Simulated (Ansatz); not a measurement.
**SiH3S (doublet): from Hartree-Fock to the top rungs at a displaced geometry (v2), cc-pVDZ**

An exercise on one series of results from a longer session: the logs are not shown, and one member is left open.

Method: cc-pVDZ, core rule «outside noble gas», up to 10 orbitals frozen; program: Ansatz 0.2.0, Gaussian basis.

To be run: UHF; CCSD(T) on ROHF; CCSD(T) on UHF; BCCD(T) on ROHF; CISD; CCSDT(Q) on ROHF; CCSDT(Q) on UHF.

22 further runs of the same task are left out: 1 for a known fault of the program, 7 that didn't finish, 14 set aside as unsound or not needed.

## The system

The geometry is a PBE0/def2-TZVP stationary point (not a proven minimum) with its atoms shifted at random (size 0.100 Å).

5 atoms, charge 0, spin multiplicity 2.

Atoms are counted from 1 here; the program's logs count them from 0.

Bond lengths: Si1–S2 2.116 Å, Si1–H3 1.470 Å, Si1–H4 1.525 Å, Si1–H5 1.591 Å. Angles: S2–Si1–H3 103.4°, S2–Si1–H4 116.3°, S2–Si1–H5 103.7°, H3–Si1–H4 114.8°, H3–Si1–H5 109.5°, H4–Si1–H5 108.4°.

Set-up of the first run:

in.yaml

```yaml
crystal:
  periodic: [false, false, false]
  atoms:
    - {symbol: Si, position_ang: [0.086901, -0.001232, 1.047940]}
    - {symbol: S, position_ang: [-0.077974, 0.002819, -1.061161]}
    - {symbol: H, position_ang: [-0.001265, 1.423202, 1.398489]}
    - {symbol: H, position_ang: [1.293376, -0.729779, 1.631207]}
    - {symbol: H, position_ang: [-1.233003, -0.748765, 1.528323]}
basis:
  gaussian: {orbitals: cc-pVDZ}
magnetization: {spin_polarized: true, initial_magnetization: 1}
hamiltonian: {xc: hf}
output: {orbitals: {seedname: orbitals}}
```

Run with:

```
$ ansatz run in.yaml --threads 1 --pin off --events-out ev --progress --plain --max-ram 2393MiB
```

Steps of the session up to this table: UHF; CCSD(T) on ROHF; CCSD(T) on UHF; BCCD(T) on ROHF; CISD; CCSDT(Q) on ROHF; CCSDT(Q) on UHF.

One of the session's tables, all rows but one given; the rest of the session is left out.

| method | from UCCSDT(Q) (kJ/mol) |
| --- | --- |
| ROHF | +684.7 |
| UHF | +674.0 |
| RMP2 | +124.8 |
| UMP2 | +126.2 |
| CISD | +77.1 |
| RCCSD | +18.9 |
| UCCSD | +18.6 |
| RCCSD(T) | +3.7 |
| UCCSD(T) | +3.7 |
| BCCD(T) | +3.6 |
| RCCSDT | +1.0 |
| UCCSDT | +0.9 |
| RCCSDT(Q) | ? |
| UCCSDT(Q) | 0 |

**Question.** Estimate the row for RCCSDT(Q).

**Answer.** from UCCSDT(Q) (kJ/mol): +0.1. In the column «from UCCSDT(Q) (kJ/mol)» it lies between UCCSDT(Q) (0) and UCCSDT (+0.9).

Among the levels timed on like hardware and quicker than the yardstick, those that no quicker one beats, quickest first: CISD (4 s, +77.1 kJ/mol); UCCSD(T) (5 s, +3.7 kJ/mol); BCCD(T) (6 s, +3.6 kJ/mol).

To keep in mind: Restricted and unrestricted rows rest on different reference determinants; where their highest levels disagree by more than a few hundredths of an eV, they describe different states and don't form one ladder.
